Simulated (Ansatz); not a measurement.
Below is the output of a Python script on the Python package of Ansatz (0.2.0) that makes a ladder of basis sets of BH5NSi, SMILES B[N][SiH3]. Write a script that gives it. Use (for the species named): MP2, cc-pVDZ basis, multiplicity 2. The script varies basis: cc-pVDZ, cc-pVTZ.

Input file `bh5nsi.xyz`:
```text
8

B    -0.37660    0.56370   -1.32230
N    -0.75180    0.78350    0.14100
Si    0.20760   -0.39310    1.04280
H    -0.61230   -0.39320   -1.88980
H     0.02770    1.50300   -1.96730
H    -0.03900   -0.23640    2.49190
H     1.69640   -0.13910    0.82060
H    -0.05980   -1.74560    0.62740
```

`python run_basis.py` gives:
```text
cc-pVDZ          71 orbitals  reference    -370.943049 Ha  total    -371.263745 Ha
cc-pVTZ         164 orbitals  reference    -370.987931 Ha  total    -371.386917 Ha
correlation energy: -0.320696 and -0.398987 Ha, extrapolated -0.431951 Ha
share caught by the larger set: 92.4 %
```

One script that gives this output:

`run_basis.py`
```python
# -*- coding: utf-8 -*-
'''How the energy of BH5NSi converges with the basis.'''

import ansatz as az


def main():
    mol = az.Crystal.molecule_from_extxyz('bh5nsi.xyz')

    calc = (
        mol.calculation()
        .correlation('mp2')
        .spin('collinear', total=1)
    )

    energies = {}
    for basis in ['cc-pVDZ', 'cc-pVTZ']:
        summary = calc.basis(gaussian=basis).run().report
        size = summary['n_frozen'] + summary['n_occupied'][0] + summary['n_virtual'][0]
        energies[basis] = (summary['reference_energy_ev'] / 27.211386246, summary['free_energy_ev'] / 27.211386246)
        print(f'{basis:14s} {size:4d} orbitals  reference {energies[basis][0]:14.6f} Ha  total {energies[basis][1]:14.6f} Ha')

    # correlation energy at the basis limit from E(X) = E + A / X^3
    small, large = (energies[b][1] - energies[b][0] for b in ('cc-pVDZ', 'cc-pVTZ'))
    limit = (3 ** 3 * large - 2 ** 3 * small) / (3 ** 3 - 2 ** 3)
    print(f'correlation energy: {small:.6f} and {large:.6f} Ha, extrapolated {limit:.6f} Ha')
    print(f'share caught by the larger set: {100 * large / limit:.1f} %')


if __name__ == '__main__':
    main()
```

Against cc-pVDZ: cc-pVTZ -123.2 mHa. The last step alone is -123.17 mHa. From the first set to the last the time grows from 1.2 to 6.0 s.

What to keep in mind:
- The drop along the ladder measures the basis error, and is no property of the molecule.
- The geometry is a force-field or estimated start, not a minimum of this method, and the last set is no limit. Much of the fall in a total is atomic energy, which cancels in bond and reaction energies.
- The species is open-shell (spin multiplicity 2).
- Inner cores stay frozen, so this is valence correlation.
- For Al to Cl the sets with a tight d function, cc-pV(X+d)Z, are usual.
- An extrapolation from small basis sets is rough.
- Run time: 7.6 s on 1 thread of Arm Neoverse V1, with other jobs on the host, peak memory 0.34 GiB.

(A comment or docstring line of the script was reworded after the run, the code is as it ran; lines on the test bed's own set-up are left out of the output.)
